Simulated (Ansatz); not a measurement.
# C₃H₃FO: one species, many methods

One table from this session's results is given with a row withheld; the runs are named, their logs left out.

Method: functionals in def2-TZVPP, the program's frozen cores in correlated methods; program: Ansatz 0.2.0, Gaussian basis.

Levels to be run: LDA (SPW92), PBE-D4, revPBE-D4, BLYP-D4, r2SCAN-D4, B97M-V, PBE0-D4, B3LYP-D4, r2SCANh-D4, r2SCAN0-D4, HSE06-D4, BHLYP-D4, CAM-B3LYP-D4, LC-ωPBE, ωB97X-V, ωB97M-V, B2PLYP, PBE-QIDH; CCSD(T)/def2-SVP; CCSD(T)/def2-TZVPP; MP2/def2-QZVPP; extrapolation to the limit; RPA on PBE.

**The relaxed structure**

An earlier PBE0-D4 in a triple-zeta def2 set relaxation fixed the geometry.

8 atoms, charge 0, spin multiplicity 1.

Atoms are counted from 1 here; the program's logs count them from 0.

Bond lengths: F1–C2 1.345 Å, C2–C3 1.501 Å, C2–O5 1.454 Å, C2–H6 1.093 Å, C3–C4 1.331 Å, C3–H7 1.075 Å, C4–O5 1.381 Å, C4–H8 1.082 Å. Angles: F1–C2–C3 119.0°, F1–C2–O5 111.4°, F1–C2–H6 108.9°, C3–C2–O5 88.9°, C3–C2–H6 117.4°, O5–C2–H6 109.3°, C2–C3–C4 85.6°, C2–C3–H7 136.1°, C4–C3–H7 138.0°, C3–C4–O5 99.5°, C3–C4–H8 139.7°, O5–C4–H8 120.7°, C2–O5–C4 85.7°.

The first run:

in.yaml

```yaml
crystal:
  periodic: [false, false, false]
  atoms:
    - {symbol: F, position_ang: [-1.098635, 1.250323, 1.084610]}
    - {symbol: C, position_ang: [-0.237976, 0.812095, 0.148909]}
    - {symbol: C, position_ang: [0.628668, -0.374662, 0.456520]}
    - {symbol: C, position_ang: [-0.009378, -0.971883, -0.547053]}
    - {symbol: O, position_ang: [-0.914947, 0.020527, -0.865070]}
    - {symbol: H, position_ang: [0.239090, 1.673807, -0.324395]}
    - {symbol: H, position_ang: [1.452777, -0.581436, 1.115212]}
    - {symbol: H, position_ang: [0.032600, -1.885970, -1.124433]}
basis:
  gaussian: {orbitals: def2-TZVPP}
hamiltonian: {xc: lda}
output: {orbitals: {seedname: orbitals}}
```

The run is started by

```console
> ansatz run in.yaml --threads 2 --pin off --events-out ev --progress --plain --max-ram 4352MiB
```

Steps of the session up to this table: LDA; PBE-D4 (GGA); revPBE-D4 (GGA); BLYP-D4 (GGA); r2SCAN-D4 (meta-GGA); B97M-V (meta-GGA); PBE0-D4 (hybrid); B3LYP-D4 (hybrid); r2SCANh-D4 (hybrid); r2SCAN0-D4 (hybrid); HSE06-D4 (hybrid); BHLYP-D4 (hybrid); CAM-B3LYP-D4 (range-separated); LC-ωPBE (range-separated); ωB97X-V (range-separated); ωB97M-V (range-separated); B2PLYP (double hybrid); PBE-QIDH (double hybrid).

One of the session's tables, all rows but one given; the rest of the session is left out.

It belongs to the step «Orbital energies across the functionals». 

| functional | HOMO (eV) | gap (eV) |
| --- | --- | --- |
| LDA (SPW92) | -6.02 | 4.52 |
| PBE-D4 | -5.81 | 4.57 |
| revPBE-D4 | -5.73 | 4.59 |
| BLYP-D4 | ? | ? |
| r2SCAN-D4 | -6.05 | 5.04 |
| B97M-V | -6.10 | 5.13 |
| PBE0-D4 | -7.12 | 6.89 |
| B3LYP-D4 | -6.90 | 6.39 |
| r2SCANh-D4 | -6.54 | 5.90 |
| r2SCAN0-D4 | -7.29 | 7.19 |
| HSE06-D4 | -6.71 | 6.10 |
| BHLYP-D4 | -8.30 | 9.13 |
| CAM-B3LYP-D4 | -8.52 | 9.40 |
| LC-ωPBE | -9.87 | 11.99 |
| ωB97X-V | -9.49 | 11.53 |
| ωB97M-V | -9.42 | 11.32 |

Estimate the missing values for BLYP-D4.

Worked estimate for «HOMO (eV)». Against the share of exact exchange, B3LYP-D4 (0.2, -6.90), BHLYP-D4 (0.5, -8.30) give a slope of -4.67 per unit share; at 0 the line stands at -5.97.

**Answer.** HOMO (eV): -5.69; gap (eV): 4.54. In «HOMO (eV)» the line misses by -0.28.
